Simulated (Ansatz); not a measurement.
**Ru, hcp: geometry optimisation**

Level of theory: Ansatz, DFT, PBE, plane waves (420 eV) with PAW, scalar-relativistic.

k-point mesh 13×13×8, Fermi-Dirac smearing 0.1 eV, no spin polarisation. Cell and atoms relax.

Starting structure:

```
Ru
1.0
     2.70389    0.00000    0.00000
    -1.35194    2.34164    0.00000
     0.00000    0.00000    4.28168
Ru
2
Direct
  0.33333 0.66667 0.25000
  0.66667 0.33333 0.75000
```

Q: What cell does the relaxation end in?

A: P6_3/mmc with a = 2.724 Å, c = 4.289 Å (c/a = 1.575); 13.78 Å³ per atom against 13.55 at the start (1.6 %).

Q: How much energy does the relaxation gain?

A: 3.9 meV per atom.
